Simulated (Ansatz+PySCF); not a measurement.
Values are calculated unless marked as measured or tabulated.
Input for Ansatz (development build ahead of 0.2.0):

```yaml
crystal:
  periodic: [false, false, false]
  atoms:
    - { symbol: "N", position_ang: [0.0, -1.47179, -0.89209] }
    - { symbol: H, position_ang: [0.0, -1.47179, 0.16388] }
basis:
  gaussian: { orbitals: cc-pVTZ }
magnetization:
  initial_magnetization: 2
hamiltonian:
  xc: hf
correlation:
  method: ccsd_t
  frozen_orbitals: { H: 0, "N": 1 }
```

The input is written out in the form of the current development build from the run's settings. Correlation on restricted open-shell orbitals is semicanonical, with singles.

The run gave:

```
Converged                                                          : yes
Reference energy                                                   : -54.97276 hartree
Correlation energy                                                 : -0.16766 hartree
Total energy                                                       : -55.14042 hartree
Spin squared of the determinant                                    : 2.000
Stability test                                                     : minimum among restricted orbitals
T1 diagnostic                                                      : 0.018
Occupied orbitals by symmetry in an Abelian subgroup (alpha; beta) : 3 A1 1 B1 1 B2; 3 A1
```
